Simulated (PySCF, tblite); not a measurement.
A set of runs on `[CH2]C(C#N)=C` [radical]; the geometry of each is named by its level. Settings lines and outputs come from a driver script.

C4H4N (doublet state).
Numbering: `[CH2:1][C:2](=[CH2:3])[C:4]#[N:5]` (hydrogens: H6, H7 on C1; H8, H9 on C3)

Step 1: GFN2-xTB geometry optimisation, gas phase (tblite 0.8.0) (from a force-field or distance-geometry start)
```json
{"job": {"kind": "relax", "xc": "GFN2-xTB", "basis": "xTB"}, "charge": 0, "multiplicity": 2}
```
```
step      E/eV     max force
  0    -363.08136    3.422
  1    -363.03724    9.822
  2    -363.34331    1.602
...
 41    -364.27183    0.029
 42    -364.27185    0.014
 43    -364.27186    0.010
 44    -364.27187    0.012
 45    -364.27187    0.009
```

Energy lowered by 27.5 kcal/mol over 45 steps; largest atomic force 0.009 eV/Å at the end. «max force» is the largest atomic force in eV/Å.

On Arm Neoverse V2, one thread, shared host, this took 0.11 s wall.

Step 2: GFN2-xTB harmonic vibrations, gas phase (tblite 0.8.0) (on the GFN2-xTB geometry)
```json
{"job": {"kind": "ir", "xc": "GFN2-xTB", "basis": "xTB"}, "charge": 0, "multiplicity": 2}
```
```
(table of modes left out)
```

21 modes from 179 to 3166 cm⁻¹ (unscaled, harmonic); zero-point energy 39.8 kcal/mol; all wavenumbers are real at this level.

Hardware: one thread, Arm Neoverse V2 (aarch64), on a shared host. Cost: under 0.1 s.

Step 3: UKS B3LYP, pcH-1 on C H N, non-relativistic, mean-field spin-orbit, GIAO (PySCF 2.14.0) (on the GFN2-xTB geometry)
```json
{"job": {"kind": "epr", "basis": "pcH-1"}, "charge": 0, "multiplicity": 2}
```
```
...
E = -209.51777629 Eh   <S^2> = 0.7844 (exact 0.7500)
g shifts (ppm)      1          2          3
  rmc          -133       -133       -133
  gc              2         27         36
  oz_so         -12        527        529
  total        -143        422        432
hyperfine (MHz)  atom isotope    a_iso     a_fc   dipolar eigenvalues
    0   13C      58.24      58.24    -53.73    -52.20    105.93
    1   13C     -51.83     -51.83    -30.16     12.01     18.15
    2   13C      58.22      58.22    -53.72    -52.19    105.92
    3   13C      12.20      12.20     -2.79     -0.21      3.00
    4   14N      -1.36      -1.36     -4.56      1.55      3.01
    5    1H     -41.80     -41.80    -22.47     -2.04     24.51
    6    1H     -44.23     -44.23    -26.07     -0.77     26.84
    7    1H     -44.23     -44.23    -26.07     -0.77     26.84
    8    1H     -41.79     -41.79    -22.47     -2.04     24.51
```

⟨S²⟩ 0.784; g_iso 2.0026. rmc, gc and oz_so are the mass-correction, gauge-correction and orbital-Zeeman/spin–orbit parts of the g shift along its three principal axes; a_iso is the isotropic hyperfine coupling and a_fc its Fermi-contact part. The log counts atoms from 0, this text from 1.

On Arm Neoverse V2, one thread, on a shared host, this took 14 s (grids of density and orbitals included) and 0.58 GiB of memory at its peak.

Geometry of the electronic-property runs (GFN2-xTB):
```
atom  x, y, z in Å
C1    -0.6928   -1.1422    0.0261
C2     0.0976   -0.0102    0.0120
C3    -0.3673    1.2725   -0.1998
C4     1.4968   -0.1798    0.2326
N5     2.6191   -0.3176    0.4101
H6    -1.7532   -1.0680   -0.1357
H7    -0.2709   -2.1154    0.1982
H8     0.2983    2.1162   -0.1994
H9    -1.4140    1.4504   -0.3692
```

 (This holds for the electronic-property runs.)

One conformer stands for the species.
